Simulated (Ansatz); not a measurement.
Body-centred tetragonal In was calculated with PBE (Ansatz, a program for electronic structure, PAW).

Run with plane-wave cutoff 500 eV, 32×32×32 k mesh, Fermi–Dirac smearing 0.1 eV, scalar-relativistic PAW data made under PBE.

Computed at the level's own relaxed cell.

**Question.** Estimate the volume per atom, lattice constant a and lattice parameter c that the calculation returns.

**Answer.** 
* **volume per atom**: 27.51 Å³/atom
* **lattice constant a**: 3.330 Å
* **lattice parameter c**: 4.960 Å

Measured, for comparison: lattice constant a 3.252 Å, lattice parameter c 4.947 Å (293 K, not corrected to a static lattice; as tabulated in Wikipedia's data pages). Computed (rounded) less measured: lattice constant a +2.4 %, lattice parameter c +0.3 %.

Spin–orbit coupling is not included.

Computed values are for the static lattice.
